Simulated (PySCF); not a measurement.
# C₅H₉N: field gradients at the nuclei

How much do the quadrupole couplings of C₅H₉N depend on the level of theory? Each job file holds the settings and the coordinates that a driver script hands to the program.

Computed with PySCF 2.14.0, density-fitted response routines (the levels named in each step, unless a step's input says otherwise).

### Step 1. The structure to begin with

Bond lengths: C1–C2 1.525 Å, C2–C3 1.529 Å, C3–C4 1.535 Å, C4–C5 1.440 Å, C5–N6 1.143 Å, C1–H7 1.088 Å, C1–H8 1.088 Å, C1–H9 1.087 Å, C2–H10 1.092 Å, C2–H11 1.092 Å, C3–H12 1.093 Å, C3–H13 1.093 Å, C4–H14 1.093 Å, C4–H15 1.094 Å. Angles (14 of 25 angles, heavy atoms first): C1–C2–C3 113.3°, C2–C3–C4 113.2°, C3–C4–C5 111.3°, C4–C5–N6 179.4°, C1–C2–H10 109.5°, C1–C2–H11 109.0°, C3–C2–H10 109.3°, C3–C2–H11 108.1°, C2–C1–H7 111.4°, C2–C1–H8 110.7°, C2–C1–H9 110.0°, C2–C3–H12 108.9°, C2–C3–H13 109.5°, C4–C3–H12 108.8°.

Coordinates:

```xyz
15

C    -2.0691    0.8019    0.5947
C    -1.4310   -0.4897    0.0946
C    -0.5154   -0.2836   -1.1125
C     0.7342    0.5477   -0.7892
C     1.5348   -0.0835    0.2279
N     2.1635   -0.5950    1.0342
H    -1.3278    1.4655    1.0338
H    -2.5666    1.3256   -0.2196
H    -2.8100    0.5798    1.3587
H    -0.8617   -0.9515    0.9042
H    -2.2207   -1.1872   -0.1941
H    -0.2002   -1.2601   -1.4879
H    -1.0692    0.2202   -1.9084
H     0.4526    1.5446   -0.4409
H     1.3513    0.6595   -1.6857
```

### Step 2. Geometry, PBE0-D3(BJ)/def2-SVP

job.txt

```
{"job": {"xc": "PBE0", "basis": "def2-SVP", "d3": "d3bj", "grid": 2, "kind": "geom"}, "charge": 0, "multiplicity": 1}
C     -2.069070     0.801900     0.594690
C     -1.431040    -0.489710     0.094590
C     -0.515390    -0.283560    -1.112490
C      0.734210     0.547700    -0.789230
C      1.534750    -0.083530     0.227910
N      2.163480    -0.595020     1.034200
H     -1.327840     1.465550     1.033830
H     -2.566590     1.325620    -0.219560
H     -2.809990     0.579760     1.358670
H     -0.861720    -0.951530     0.904240
H     -2.220740    -1.187180    -0.194110
H     -0.200240    -1.260080    -1.487930
H     -1.069200     0.220150    -1.908410
H      0.452610     1.544590    -0.440890
H      1.351270     0.659550    -1.685720
```

The program printed:

```text
step   0  E = -250.21197357  max force = 0.026230
step   1  E = -250.21383779  max force = 0.003944
step   2  E = -250.21394017  max force = 0.000975
step   3  E = -250.21397926  max force = 0.000726
step   4  E = -250.21400421  max force = 0.001162
step   5  E = -250.21402993  max force = 0.000899
step   6  E = -250.21403671  max force = 0.000304
optimisation converged
```

It took 39 s on 4 threads of Arm Neoverse V2, shared host; peak memory 0.72 GiB.

It ended at:

```xyz
15

C    -2.0383    0.7920    0.6267
C    -1.4632   -0.4964    0.0588
C    -0.5179   -0.3004   -1.1213
C     0.7299    0.5333   -0.8086
C     1.5345   -0.0284    0.2708
N     2.1479   -0.4926    1.1356
H    -1.2592    1.4354    1.0648
H    -2.5588    1.3776   -0.1488
H    -2.7641    0.5821    1.4261
H    -0.9364   -1.0507    0.8549
H    -2.2854   -1.1538   -0.2685
H    -0.1991   -1.2834   -1.5033
H    -1.0486    0.1980   -1.9501
H     0.4554    1.5622   -0.5245
H     1.3679    0.6192   -1.7026
```

### Step 3. Field gradients, PBE0/pcJ-2

job.txt

```
{"job": {"kind": "efgt", "xc": "PBE0", "basis": "pcJ-2"}, "charge": 0, "multiplicity": 1}
C     -2.038325     0.791965     0.626689
C     -1.463180    -0.496446     0.058817
C     -0.517925    -0.300357    -1.121322
C      0.729927     0.533281    -0.808611
C      1.534532    -0.028434     0.270772
N      2.147893    -0.492558     1.135571
H     -1.259210     1.435444     1.064752
H     -2.558826     1.377627    -0.148792
H     -2.764130     0.582145     1.426102
H     -0.936426    -1.050672     0.854943
H     -2.285396    -1.153829    -0.268548
H     -0.199115    -1.283368    -1.503347
H     -1.048583     0.198032    -1.950134
H      0.455353     1.562182    -0.524493
H      1.367912     0.619198    -1.702609
```

The program printed:

```text
coarse grid: 12072 points
cycle   1  E = -250.4252984682  dE =  4.487e-01  |g| = 5.020e-01  |ddm| = 2.358e+00
cycle   2  E = -250.2906548334  dE =  1.346e-01  |g| = 9.387e-01  |ddm| = 8.219e-01
cycle   3  E = -250.4814606462  dE = -1.908e-01  |g| = 1.749e-01  |ddm| = 5.410e-01
cycle   4  E = -250.4879200784  dE = -6.459e-03  |g| = 5.157e-02  |ddm| = 1.082e-01
cycle   5  E = -250.4885154381  dE = -5.954e-04  |g| = 9.441e-03  |ddm| = 3.540e-02
cycle   6  E = -250.4885357513  dE = -2.031e-05  |g| = 1.956e-03  |ddm| = 7.609e-03
cycle   7  E = -250.4885365756  dE = -8.243e-07  |g| = 5.566e-04  |ddm| = 1.579e-03
final grid: 172768 points
cycle   8  E = -250.4866689027  dE = -1.975e-04  |g| = 8.515e-03  |ddm| = 6.454e-02
cycle   9  E = -250.4866646698  dE =  4.233e-06  |g| = 8.975e-03  |ddm| = 9.969e-03
cycle  10  E = -250.4866845009  dE = -1.983e-05  |g| = 1.089e-03  |ddm| = 5.541e-03
cycle  11  E = -250.4866845737  dE = -7.282e-08  |g| = 9.847e-04  |ddm| = 1.112e-03
cycle  12  E = -250.4866847609  dE = -1.872e-07  |g| = 2.609e-04  |ddm| = 5.221e-04
cycle  13  E = -250.4866847758  dE = -1.482e-08  |g| = 3.263e-05  |ddm| = 1.423e-04
cycle  14  E = -250.4866847760  dE = -2.353e-10  |g| = 6.845e-06  |ddm| = 2.276e-05
converged SCF energy = -250.4866847760

Field-gradient tensors (au): xx yy zz xy xz yz
  0 C    -0.00930    0.02462   -0.01532   -0.02251   -0.00116    0.01254
  1 C    -0.00887    0.00351    0.00536   -0.00352   -0.05796    0.01060
  2 C     0.05544   -0.02355   -0.03188    0.08354    0.03191    0.01995
  3 C     0.00329   -0.05400    0.05071   -0.04565    0.11627   -0.07864
  4 C     0.02687    0.10760   -0.13447    0.12511   -0.24355    0.17935
  5 N     0.06199    0.25126   -0.31324    0.31046   -0.55811    0.40618
  6 H     0.07219    0.00255   -0.07474    0.16631    0.11205    0.09450
  7 H    -0.04716   -0.02160    0.06876   -0.10198    0.13422   -0.14862
  8 H     0.04003   -0.11730    0.07728    0.05177   -0.19668   -0.05728
  9 H    -0.04081   -0.03359    0.07440   -0.09501    0.13169   -0.14050
 10 H     0.09038    0.00597   -0.09635    0.17617    0.08657    0.07364
 11 H    -0.09493    0.18322   -0.08829   -0.10033   -0.04098    0.12256
 12 H    -0.03717   -0.05091    0.08808   -0.08358    0.14261   -0.13651
 13 H    -0.10595    0.21088   -0.10493   -0.09480   -0.02138    0.09372
 14 H     0.00050   -0.13360    0.13311    0.01640   -0.18266   -0.02586
```

Wall time 46 s (4 threads of Arm Neoverse V2, shared host); peak memory 2.7 GiB.

### Step 4. Field gradients, PBE/def2-TZVPP

Edit job.txt of step 3 so:

```diff
@@ -1,2 +1,2 @@
-{"job": {"kind": "efgt", "xc": "PBE0", "basis": "pcJ-2"}, "charge": 0, "multiplicity": 1}
+{"job": {"kind": "efgt", "xc": "PBE", "basis": "def2-TZVPP"}, "charge": 0, "multiplicity": 1}
 C     -2.038325     0.791965     0.626689
```

The program printed:

```text
coarse grid: 12072 points
cycle   1  E = -250.3567114226  dE =  3.221e-01  |g| = 6.403e-01  |ddm| = 2.849e+00
cycle   2  E = -250.0414169127  dE =  3.153e-01  |g| = 1.307e+00  |ddm| = 2.961e+00
cycle   3  E = -250.4190401655  dE = -3.776e-01  |g| = 4.454e-01  |ddm| = 2.439e+00
cycle   4  E = -250.4621787426  dE = -4.314e-02  |g| = 7.931e-02  |ddm| = 3.304e-01
cycle   5  E = -250.4635217515  dE = -1.343e-03  |g| = 2.433e-02  |ddm| = 1.070e-01
cycle   6  E = -250.4636605688  dE = -1.388e-04  |g| = 6.023e-03  |ddm| = 3.589e-02
cycle   7  E = -250.4636691783  dE = -8.609e-06  |g| = 1.397e-03  |ddm| = 6.237e-03
final grid: 172768 points
cycle   8  E = -250.4474177294  dE = -1.325e-04  |g| = 1.330e-02  |ddm| = 2.009e-01
cycle   9  E = -250.4473564219  dE =  6.131e-05  |g| = 2.036e-02  |ddm| = 3.191e-02
cycle  10  E = -250.4474555039  dE = -9.908e-05  |g| = 4.080e-03  |ddm| = 2.010e-02
cycle  11  E = -250.4474582449  dE = -2.741e-06  |g| = 2.017e-03  |ddm| = 3.723e-03
cycle  12  E = -250.4474591283  dE = -8.833e-07  |g| = 3.050e-04  |ddm| = 2.131e-03
cycle  13  E = -250.4474591502  dE = -2.193e-08  |g| = 8.216e-05  |ddm| = 4.877e-04
cycle  14  E = -250.4474591518  dE = -1.577e-09  |g| = 1.968e-05  |ddm| = 7.128e-05
cycle  15  E = -250.4474591519  dE = -9.015e-11  |g| = 5.095e-06  |ddm| = 2.100e-05
converged SCF energy = -250.4474591519

Field-gradient tensors (au): xx yy zz xy xz yz
  0 C    -0.00933    0.02519   -0.01586   -0.02377   -0.00216    0.01318
  1 C    -0.00974    0.00539    0.00435   -0.00395   -0.05863    0.01097
  2 C     0.05497   -0.02541   -0.02956    0.08338    0.03130    0.02019
  3 C     0.00572   -0.05131    0.04560   -0.03991    0.10932   -0.07328
  4 C     0.02717    0.10321   -0.13037    0.12138   -0.23458    0.17249
  5 N     0.05964    0.23894   -0.29858    0.29653   -0.53193    0.38765
  6 H     0.07306    0.00279   -0.07585    0.16875    0.11411    0.09594
  7 H    -0.04780   -0.02187    0.06966   -0.10351    0.13633   -0.15087
  8 H     0.04071   -0.11934    0.07863    0.05255   -0.19980   -0.05820
  9 H    -0.04190   -0.03387    0.07577   -0.09666    0.13402   -0.14275
 10 H     0.09188    0.00623   -0.09811    0.17903    0.08804    0.07473
 11 H    -0.09686    0.18643   -0.08957   -0.10208   -0.04169    0.12460
 12 H    -0.03780   -0.05189    0.08969   -0.08515    0.14496   -0.13856
 13 H    -0.10765    0.21499   -0.10734   -0.09646   -0.02198    0.09529
 14 H     0.00014   -0.13581    0.13568    0.01703   -0.18631   -0.02627
```

It took 21 s on 4 threads of Arm Neoverse V2, shared host; peak memory 2.7 GiB.

### Step 5. Field gradients, B3LYP/def2-TZVPP

Edit job.txt of step 4 so:

```diff
@@ -1,2 +1,2 @@
-{"job": {"kind": "efgt", "xc": "PBE", "basis": "def2-TZVPP"}, "charge": 0, "multiplicity": 1}
+{"job": {"kind": "efgt", "xc": "B3LYP", "basis": "def2-TZVPP"}, "charge": 0, "multiplicity": 1}
 C     -2.038325     0.791965     0.626689
```

The program printed:

```text
coarse grid: 12072 points
cycle   1  E = -250.7263184736  dE =  4.208e-01  |g| = 5.514e-01  |ddm| = 2.786e+00
cycle   2  E = -250.5433699915  dE =  1.829e-01  |g| = 1.063e+00  |ddm| = 1.953e+00
cycle   3  E = -250.7917625186  dE = -2.484e-01  |g| = 2.260e-01  |ddm| = 1.453e+00
cycle   4  E = -250.8028571186  dE = -1.109e-02  |g| = 5.387e-02  |ddm| = 1.678e-01
cycle   5  E = -250.8035025107  dE = -6.454e-04  |g| = 1.255e-02  |ddm| = 6.090e-02
cycle   6  E = -250.8035401536  dE = -3.764e-05  |g| = 2.434e-03  |ddm| = 1.355e-02
cycle   7  E = -250.8035414942  dE = -1.341e-06  |g| = 6.151e-04  |ddm| = 2.912e-03
final grid: 172768 points
cycle   8  E = -250.7963324519  dE = -8.785e-05  |g| = 6.065e-03  |ddm| = 1.454e-01
cycle   9  E = -250.7963278369  dE =  4.615e-06  |g| = 7.274e-03  |ddm| = 1.099e-02
cycle  10  E = -250.7963407847  dE = -1.295e-05  |g| = 1.304e-03  |ddm| = 5.212e-03
cycle  11  E = -250.7963410185  dE = -2.339e-07  |g| = 8.100e-04  |ddm| = 1.733e-03
cycle  12  E = -250.7963411513  dE = -1.328e-07  |g| = 1.240e-04  |ddm| = 6.108e-04
cycle  13  E = -250.7963411548  dE = -3.517e-09  |g| = 3.183e-05  |ddm| = 1.156e-04
cycle  14  E = -250.7963411551  dE = -2.292e-10  |g| = 6.371e-06  |ddm| = 2.474e-05
converged SCF energy = -250.7963411551

Field-gradient tensors (au): xx yy zz xy xz yz
  0 C    -0.00706    0.02057   -0.01351   -0.01973    0.00139    0.00902
  1 C    -0.00821    0.00411    0.00410   -0.00082   -0.05281    0.00810
  2 C     0.05211   -0.02009   -0.03202    0.08053    0.03771    0.02137
  3 C    -0.00066   -0.05393    0.05459   -0.05133    0.11607   -0.08176
  4 C     0.02932    0.11921   -0.14854    0.13889   -0.26956    0.19779
  5 N     0.06418    0.25970   -0.32388    0.31995   -0.57670    0.42144
  6 H     0.07241    0.00251   -0.07492    0.16579    0.11192    0.09410
  7 H    -0.04718   -0.02165    0.06884   -0.10167    0.13393   -0.14826
  8 H     0.03996   -0.11708    0.07712    0.05177   -0.19635   -0.05732
  9 H    -0.04068   -0.03358    0.07426   -0.09480    0.13136   -0.13974
 10 H     0.09033    0.00579   -0.09612    0.17558    0.08644    0.07355
 11 H    -0.09467    0.18281   -0.08813   -0.10021   -0.04094    0.12209
 12 H    -0.03696   -0.05074    0.08769   -0.08353    0.14212   -0.13613
 13 H    -0.10526    0.21002   -0.10476   -0.09485   -0.02119    0.09336
 14 H     0.00033   -0.13344    0.13311    0.01628   -0.18213   -0.02578
```

Run time: 20 s. Hardware: 4 threads of Arm Neoverse V2, shared host; peak memory 2.7 GiB.

### Step 6. Field gradients, CAM-B3LYP/def2-TZVPP

Edit job.txt of step 5 so:

```diff
@@ -1,2 +1,2 @@
-{"job": {"kind": "efgt", "xc": "B3LYP", "basis": "def2-TZVPP"}, "charge": 0, "multiplicity": 1}
+{"job": {"kind": "efgt", "xc": "CAM-B3LYP", "basis": "def2-TZVPP"}, "charge": 0, "multiplicity": 1}
 C     -2.038325     0.791965     0.626689
```

The program printed:

```text
coarse grid: 12072 points
cycle   1  E = -250.5865922006  dE =  5.891e-01  |g| = 5.101e-01  |ddm| = 2.759e+00
cycle   2  E = -250.4923702981  dE =  9.422e-02  |g| = 8.764e-01  |ddm| = 1.414e+00
cycle   3  E = -250.6520958786  dE = -1.597e-01  |g| = 7.513e-02  |ddm| = 8.877e-01
cycle   4  E = -250.6531256501  dE = -1.030e-03  |g| = 4.195e-02  |ddm| = 7.854e-02
cycle   5  E = -250.6535385494  dE = -4.129e-04  |g| = 4.676e-03  |ddm| = 3.526e-02
cycle   6  E = -250.6535441250  dE = -5.576e-06  |g| = 1.622e-03  |ddm| = 5.492e-03
final grid: 172768 points
cycle   7  E = -250.6474732281  dE = -6.102e-05  |g| = 4.365e-03  |ddm| = 9.920e-02
cycle   8  E = -250.6474735905  dE = -3.624e-07  |g| = 4.111e-03  |ddm| = 9.080e-03
cycle   9  E = -250.6474775073  dE = -3.917e-06  |g| = 8.521e-04  |ddm| = 2.978e-03
cycle  10  E = -250.6474776022  dE = -9.487e-08  |g| = 5.333e-04  |ddm| = 9.643e-04
cycle  11  E = -250.6474776580  dE = -5.584e-08  |g| = 4.296e-05  |ddm| = 4.612e-04
cycle  12  E = -250.6474776585  dE = -4.472e-10  |g| = 1.203e-05  |ddm| = 5.969e-05
converged SCF energy = -250.6474776585

Field-gradient tensors (au): xx yy zz xy xz yz
  0 C    -0.00737    0.02135   -0.01398   -0.02011    0.00181    0.00951
  1 C    -0.00861    0.00430    0.00431   -0.00160   -0.05442    0.00851
  2 C     0.05272   -0.02007   -0.03265    0.08230    0.03724    0.02154
  3 C    -0.00119   -0.05597    0.05716   -0.05376    0.12189   -0.08580
  4 C     0.02953    0.12296   -0.15249    0.14250   -0.27769    0.20344
  5 N     0.06545    0.26446   -0.32992    0.32591   -0.58574    0.42760
  6 H     0.07287    0.00252   -0.07539    0.16667    0.11246    0.09458
  7 H    -0.04750   -0.02174    0.06924   -0.10222    0.13464   -0.14899
  8 H     0.04011   -0.11756    0.07745    0.05200   -0.19730   -0.05758
  9 H    -0.04080   -0.03381    0.07461   -0.09534    0.13200   -0.14041
 10 H     0.09077    0.00581   -0.09658    0.17642    0.08682    0.07397
 11 H    -0.09511    0.18373   -0.08862   -0.10069   -0.04120    0.12273
 12 H    -0.03706   -0.05104    0.08810   -0.08391    0.14286   -0.13686
 13 H    -0.10573    0.21071   -0.10497   -0.09526   -0.02109    0.09383
 14 H     0.00057   -0.13411    0.13354    0.01625   -0.18267   -0.02592
```

Wall time 22 s (4 threads of Arm Neoverse V2, shared host); peak memory 2.7 GiB.

### Step 7. Field gradients, HF/def2-TZVPP

Edit job.txt of step 6 so:

```diff
@@ -1,2 +1,2 @@
-{"job": {"kind": "efgt", "xc": "CAM-B3LYP", "basis": "def2-TZVPP"}, "charge": 0, "multiplicity": 1}
+{"job": {"kind": "efgt", "xc": "HF", "basis": "def2-TZVPP"}, "charge": 0, "multiplicity": 1}
 C     -2.038325     0.791965     0.626689
```

The program printed:

```text
final grid: 172768 points
cycle   1  E = -249.0080450432  dE =  9.938e-01  |g| = 5.890e-01  |ddm| = 2.665e+00
cycle   2  E = -249.0704019243  dE = -6.236e-02  |g| = 4.827e-01  |ddm| = 7.077e-01
cycle   3  E = -249.1185564292  dE = -4.815e-02  |g| = 8.459e-02  |ddm| = 3.872e-01
cycle   4  E = -249.1211108227  dE = -2.554e-03  |g| = 1.888e-02  |ddm| = 1.098e-01
cycle   5  E = -249.1212286349  dE = -1.178e-04  |g| = 5.440e-03  |ddm| = 3.382e-02
cycle   6  E = -249.1212418860  dE = -1.325e-05  |g| = 2.206e-03  |ddm| = 1.282e-02
cycle   7  E = -249.1212434745  dE = -1.589e-06  |g| = 5.857e-04  |ddm| = 4.648e-03
cycle   8  E = -249.1212435884  dE = -1.139e-07  |g| = 1.147e-04  |ddm| = 1.210e-03
cycle   9  E = -249.1212435941  dE = -5.658e-09  |g| = 3.322e-05  |ddm| = 1.714e-04
cycle  10  E = -249.1212435949  dE = -8.505e-10  |g| = 1.616e-05  |ddm| = 5.289e-05
converged SCF energy = -249.1212435949

Field-gradient tensors (au): xx yy zz xy xz yz
  0 C    -0.00179    0.00907   -0.00728   -0.00932    0.00810   -0.00091
  1 C    -0.00322   -0.00021    0.00343    0.00602   -0.03685    0.00267
  2 C     0.04415   -0.00715   -0.03701    0.06959    0.04911    0.02141
  3 C    -0.01417   -0.05568    0.06985   -0.07162    0.12044   -0.09246
  4 C     0.03215    0.14584   -0.17799    0.16774   -0.32868    0.23865
  5 N     0.06908    0.29062   -0.35970    0.35305   -0.64047    0.46868
  6 H     0.07531    0.00241   -0.07772    0.17155    0.11513    0.09716
  7 H    -0.04896   -0.02234    0.07130   -0.10524    0.13839   -0.15354
  8 H     0.04132   -0.12089    0.07957    0.05344   -0.20285   -0.05916
  9 H    -0.04150   -0.03493    0.07643   -0.09765    0.13536   -0.14421
 10 H     0.09339    0.00583   -0.09922    0.18149    0.08926    0.07618
 11 H    -0.09747    0.18857   -0.09110   -0.10344   -0.04227    0.12619
 12 H    -0.03829   -0.05226    0.09055   -0.08611    0.14674   -0.14079
 13 H    -0.10819    0.21493   -0.10674   -0.09759   -0.02135    0.09599
 14 H     0.00106   -0.13763    0.13657    0.01614   -0.18652   -0.02677
```

It took 5.8 s on 4 threads of Arm Neoverse V2, shared host; peak memory 2.7 GiB.

### Step 8. The levels side by side

Largest principal value Vzz, in atomic units:

```csv
atom,PBE0/pcJ-2,PBE/def2-TZVPP,B3LYP/def2-TZVPP,CAM-B3LYP/def2-TZVPP,HF/def2-TZVPP
C1,0.0384,0.0402,0.0320,0.0330,0.0155
C2,-0.0605,-0.0620,-0.0556,-0.0573,-0.0379
C3,0.1178,0.1168,0.1168,0.1185,0.1114
C4,0.1802,0.1675,0.1849,0.1939,0.2073
C5,-0.4038,-0.3894,-0.4467,-0.4596,-0.5417
N6,-0.9347,-0.8913,-0.9665,-0.9822,-1.0731
H7,0.2697,0.2738,0.2690,0.2705,0.2780
H8,0.2688,0.2729,0.2682,0.2696,0.2776
H9,0.2715,0.2759,0.2711,0.2724,0.2800
H10,0.2589,0.2633,0.2580,0.2592,0.2659
H11,0.2650,0.2694,0.2643,0.2656,0.2732
H12,0.2631,0.2677,0.2625,0.2638,0.2710
H13,0.2628,0.2672,0.2621,0.2634,0.2707
H14,0.2622,0.2671,0.2613,0.2623,0.2679
H15,0.2635,0.2686,0.2629,0.2638,0.2697
CPU time,52 s,40 s,23 s,26 s,7.2 s
```

Couplings eQVzz/h in MHz (234.9647 × Q in barn × Vzz), with Q = 0.02044 (14N), 0.00285783 (2H):

```csv
nucleus,PBE0/pcJ-2,PBE/def2-TZVPP,B3LYP/def2-TZVPP,CAM-B3LYP/def2-TZVPP,HF/def2-TZVPP
14N (atom 6),-4.489,-4.281,-4.642,-4.717,-5.154
2H (atom 7),0.181,0.184,0.181,0.182,0.187
2H (atom 8),0.181,0.183,0.180,0.181,0.186
2H (atom 9),0.182,0.185,0.182,0.183,0.188
2H (atom 10),0.174,0.177,0.173,0.174,0.179
2H (atom 11),0.178,0.181,0.178,0.178,0.183
2H (atom 12),0.177,0.180,0.176,0.177,0.182
2H (atom 13),0.176,0.179,0.176,0.177,0.182
2H (atom 14),0.176,0.179,0.175,0.176,0.180
2H (atom 15),0.177,0.180,0.177,0.177,0.181
```

### Step 9. Summary of results

| quantity | value |
| --- | --- |
| coupling of 14N (atom 6), PBE0/pcJ-2 | -4.489 MHz |
| coupling of 2H (atom 7), PBE0/pcJ-2 | 0.181 MHz |
| coupling of 2H (atom 8), PBE0/pcJ-2 | 0.181 MHz |
| coupling of 2H (atom 9), PBE0/pcJ-2 | 0.182 MHz |
| coupling of 2H (atom 10), PBE0/pcJ-2 | 0.174 MHz |

**Reading.** The largest coupling, that of 14N, runs from -5.154 (HF/def2-TZVPP) to -4.281 MHz (PBE/def2-TZVPP). The gradients are non-relativistic, at the equilibrium geometry and in principal axes; measured couplings hold vibrational averaging and refer to the inertial axes. The def2 sets are stiff near the nuclei, which limits their accuracy.
